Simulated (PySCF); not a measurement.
# wB97X-V/STO-6G run of H3NO (hydroxylamine)

What is the vertical ionisation energy of H3NO (hydroxylamine) at wB97X-V/STO-6G? 

The results are computed with PySCF 2.14.0.

8 further runs of the same task are left out: 8 set aside as unsound or not needed.

**1. The structure to begin with**

H3NO: 5 atoms, total charge 0, spin state singlet. SMILES: `NO`. The shape is that of a PBE0-D4/def2-TZVP optimisation. This is one conformer, not always the lowest.

Bond lengths: N1–O2 1.422 Å, N1–H3 1.016 Å, N1–H4 1.016 Å, O2–H5 0.960 Å. Angles: N1–O2–H5 102.8°, O2–N1–H3 104.5°, O2–N1–H4 104.5°, H3–N1–H4 106.0°.

**2. The energy at wB97X-V/STO-6G**

The input, job.py:

```python
from pyscf import gto, dft

mol = gto.Mole()
mol.atom = [
    ('N', (-0.165120, -0.361290, -0.321170)),
    ('O', (0.364460, 0.666040, 0.508060)),
    ('H', (-0.162690, -1.190020, 0.266770)),
    ('H', (-1.141650, -0.109840, -0.446210)),
    ('H', (1.105010, 0.995100, -0.007440)),
]
mol.spin = 0
mol.charge = 0
mol.basis = 'sto-6g'
mol.max_memory = 1860
mol.verbose = 4
mol.build()

ks = dft.RKS(mol)
ks.xc = 'wb97x-v'
ks.nlcgrids.level = 1
ks.grids.level = 5
ks.conv_tol = 1e-10
ks.kernel()
if not ks.converged:
    ks = ks.newton().run(ks.mo_coeff, ks.mo_occ)

e_final = ks.e_tot
print(f'total energy: {e_final:.8f} hartree')
```

Command:

```sh
$ OMP_NUM_THREADS=1 python job.py
```

Standard output:

```text
PySCF version 2.14.0

[INPUT] num. atoms = 5
[INPUT] num. electrons = 18
[INPUT] charge = 0
[INPUT] spin (= nelec alpha-beta = 2S) = 0
[INPUT] symmetry False subgroup None
[INPUT] Mole.unit = angstrom
[INPUT] Symbol           X                Y                Z      unit          X                Y                Z       unit  Magmom
[INPUT]  1 N     -0.165120000000  -0.361290000000  -0.321170000000 AA   -0.312031577688  -0.682739151544  -0.606923339427 Bohr   0.0
[INPUT]  2 O      0.364460000000   0.666040000000   0.508060000000 AA    0.688729583359   1.258633188005   0.960094254847 Bohr   0.0
[INPUT]  3 H     -0.162690000000  -1.190020000000   0.266770000000 AA   -0.307439543205  -2.248811882755   0.504122238250 Bohr   0.0
[INPUT]  4 H     -1.141650000000  -0.109840000000  -0.446210000000 AA   -2.157405830110  -0.207567517522  -0.843214694042 Bohr   0.0
[INPUT]  5 H      1.105010000000   0.995100000000  -0.007440000000 AA    2.088166264906   1.880466466555  -0.014059562367 Bohr   0.0

nuclear repulsion = 39.5936664123675
number of shells = 9
number of NR pGTOs = 78
number of NR cGTOs = 13
basis = sto-6g
ecp = {}

******** <class 'pyscf.dft.rks.RKS'> ********
method = RKS
initial guess = minao
damping factor = 0
level_shift factor = 0
DIIS = <class 'pyscf.scf.diis.CDIIS'>
diis_start_cycle = 1
diis_space = 8
diis_damp = 0
SCF conv_tol = 1e-10
SCF conv_tol_grad = None
SCF max_cycles = 50
direct_scf = True
direct_scf_tol = 1e-13
XC library pyscf.dft.libxc version 7.0.0
    S. Lehtola, C. Steigemann, M. J.T. Oliveira, and M. A.L. Marques.,  SoftwareX 7, 1–5 (2018)
XC functionals = wb97x-v
    N. Mardirossian and M. Head-Gordon.,  Phys. Chem. Chem. Phys. 16, 9904-9924 (2014)
radial grids:
    Treutler-Ahlrichs [JCP 102, 346 (1995); DOI:10.1063/1.469408] (M4) radial grids

becke partition: Becke, JCP 88, 2547 (1988); DOI:10.1063/1.454033
pruning grids: <function nwchem_prune>
grids dens level: 5
symmetrized grids: False
atomic radii adjust function: <function treutler_atomic_radii_adjust>
** Following is NLC and NLC Grids **
NLC functional = wb97x-v
radial grids:
    Treutler-Ahlrichs [JCP 102, 346 (1995); DOI:10.1063/1.469408] (M4) radial grids

becke partition: Becke, JCP 88, 2547 (1988); DOI:10.1063/1.454033
pruning grids: <function nwchem_prune>
grids dens level: 1
symmetrized grids: False
atomic radii adjust function: <function treutler_atomic_radii_adjust>
small_rho_cutoff = 0
Set gradient conv threshold to 1e-05
Initial guess from minao.
tot grids = 155712
tot grids = 17720
init E= -131.256679164593
  HOMO = -0.254623993336178  LUMO = 0.176762125470031  gap/eV = 11.73861
cycle= 1 E= -131.098033416899  delta_E= 0.159  |g|= 0.325  |ddm|= 2.65
  HOMO = -0.153202589938747  LUMO = 0.454012488973575  gap/eV = 16.52316
cycle= 2 E= -131.135219243633  delta_E= -0.0372  |g|= 0.143  |ddm|= 0.688
  HOMO = -0.239378704644988  LUMO = 0.398665381668639  gap/eV = 17.36206
cycle= 3 E= -131.141143944226  delta_E= -0.00592  |g|= 0.023  |ddm|= 0.171
  HOMO = -0.253119451075331  LUMO = 0.390090645032682  gap/eV = 17.50264
cycle= 4 E= -131.141333496095  delta_E= -0.00019  |g|= 0.00582  |ddm|= 0.0419
  HOMO = -0.250885859100286  LUMO = 0.392894305966092  gap/eV = 17.51815
cycle= 5 E= -131.141347400998  delta_E= -1.39e-05  |g|= 0.000796  |ddm|= 0.0108
  HOMO = -0.250994694199718  LUMO = 0.392700931220706  gap/eV = 17.51585
cycle= 6 E= -131.141348035703  delta_E= -6.35e-07  |g|= 0.000149  |ddm|= 0.00349
  HOMO = -0.250983521037259  LUMO = 0.392724803197592  gap/eV = 17.51620
cycle= 7 E= -131.141348056986  delta_E= -2.13e-08  |g|= 1.08e-05  |ddm|= 0.000731
  HOMO = -0.250981611626392  LUMO = 0.392725309552279  gap/eV = 17.51616
cycle= 8 E= -131.141348057075  delta_E= -8.85e-11  |g|= 1.5e-06  |ddm|= 3.43e-05
  HOMO = -0.250981741497919  LUMO = 0.392725194467553  gap/eV = 17.51616
Extra cycle  E= -131.141348057076  delta_E= -1.73e-12  |g|= 4.98e-07  |ddm|= 3.85e-06
converged SCF energy = -131.141348057076
total energy: -131.14134806 hartree
```

It took 14 s on 1 thread of Arm Neoverse V1, shared host; peak memory 0.17 GiB.

**3. The doublet cation**

The input, calc.py:

```python
from pyscf import gto, dft

molecule = gto.M(
    atom=[
    ('N', (-0.165120, -0.361290, -0.321170)),
    ('O', (0.364460, 0.666040, 0.508060)),
    ('H', (-0.162690, -1.190020, 0.266770)),
    ('H', (-1.141650, -0.109840, -0.446210)),
    ('H', (1.105010, 0.995100, -0.007440)),
],
    spin=1,
    verbose=3,
    max_memory=1860,
    charge=1,
    basis='sto-6g',
)

myscf = dft.UKS(molecule, xc='wb97x-v')
myscf.conv_tol = 1e-10
myscf.nlcgrids.level = 1
myscf.grids.level = 5
myscf.kernel()
if not myscf.converged:
    myscf = myscf.newton().run(myscf.mo_coeff, myscf.mo_occ)

energy = myscf.e_tot
print(f'total energy: {energy:.8f} hartree')
```

Command:

```sh
$ OMP_NUM_THREADS=1 python calc.py
```

Standard output:

```text
WARN: HOMO -0.254623993336181 >= LUMO -0.25462399333618

converged SCF energy = -130.831846588387  <S^2> = 0.75363054  2S+1 = 2.0036273
total energy: -130.83184659 hartree
```

Wall time 27 s (1 thread of Arm Neoverse V1, shared host); peak memory 0.18 GiB.

**4. Outcome**

Level: wB97X-V/STO-6G.

| quantity | value |
| --- | --- |
| singlet H3NO: total energy | -131.14135 Eh |
| singlet H3NO: dipole moment | 0.39 D |
| singlet H3NO: HOMO energy | -6.83 eV |
| singlet H3NO: LUMO energy | 10.69 eV |
| singlet H3NO: HOMO–LUMO gap | 17.52 eV |
| doublet cation: total energy | -130.83185 Eh |
| doublet cation: HOMO energy (highest over α and β) | -18.06 eV |
| doublet cation: LUMO energy (lowest over α and β) | -9.91 eV |
| doublet cation: ⟨S²⟩ | 0.754 |
| vertical ionisation energy (to the doublet cation) | 8.422 eV |

In words: The vertical ionisation energy comes to 8.42 eV (813 kJ/mol). The negative HOMO energy of the first species, 6.83 eV, lies 1.59 eV below that difference. In a minimal basis such a difference can be off by several eV, whatever the method. Mulliken charges (doublet cation) run from -0.06 on N1 to +0.38 on H5; they depend strongly on the basis.
